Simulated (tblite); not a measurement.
Species: C4H11P.
Numbering: `[CH2:1]=[P:2]([CH3:3])([CH3:4])[CH3:5]` (hydrogens: H6, H7 on C1; H8, H9, H10 on C3; H11, H12, H13 on C4; H14, H15, H16 on C5)

The geometry is computed with GFN2-xTB (gas phase).

Task: What internal coordinates does the optimisation give?

Result: 
```tsv
bond	length (pm)	order
C1=P2	170.3	double
P2–C3	188.6	single
P2–C4, P2–C5	182.4	single
C1–H6, C1–H7	108.9	single
C3–H8 and 8 like bonds	108.9	single
```

Bonds in one row agree within 1 pm and their mean is given. Orders are formal, as drawn. A selection of angles:
```tsv
angle	degrees
P2–C1–H6	111.0
H6–C1–H7	110.8
C1–P2–C3	131.3
C1–P2–C4	108.6
C1–P2–C5	108.5
C3–P2–C4	100.3
C4–P2–C5	105.0
P2–C3–H8	112.9
P2–C3–H9	108.4
H8–C3–H9	109.4
H9–C3–H10	108.3
P2–C4–H11	109.1
P2–C4–H13	111.2
```

P2 (phosphorus bonded to 4 C) has angles from 100.3° to 131.3°. The C–P distances run from 1.703 Å (C1=P2, drawn double) to 1.886 Å (P2–C3, drawn single), a spread of 0.183 Å.

Point group: Cs (tolerance 0.08 Å). Its GFN2-xTB frequencies are all real (lowest 100 cm⁻¹).
